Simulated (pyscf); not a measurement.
Structures and frequencies: ωB97X-D3(BJ)/def2-SVP in PySCF. Correlated levels are frozen-core, on RHF or UHF. ΔMP2 is the change of the MP2 total energy from the triple- to the quadruple-zeta basis.

### Question
HO–SnH₃ + H atom (H•) → SnH₃• + water (H₂O)
Surface: doublet. Broken: O–Sn. Formed: H–O. Give ΔE‡ and ΔE from CCSD(T)/def2-TZVPP + ΔMP2(QZVPP), relative to the separated reactants.

### Answer
ΔE‡ = 0.41 eV, ΔE = -1.30 eV. Zero-point energy shifts the barrier by +0.02 eV. It is a substitution at O, with an imaginary mode of 1492i cm⁻¹. One saddle was located; it need not be the lowest between these sides. The angle at the attacked O is 148°. The CCSD(T) − MP2 part came from Ansatz, without density fitting, on the same reference. The frozen core leaves the outer d or s,p core shells of the metals and heavy elements correlated in the MP2 and CC values, and def2-TZVPP describes them poorly, which can shift differences by a few kcal/mol. Elements past Kr carry the def2 core potentials, without spin-orbit coupling.
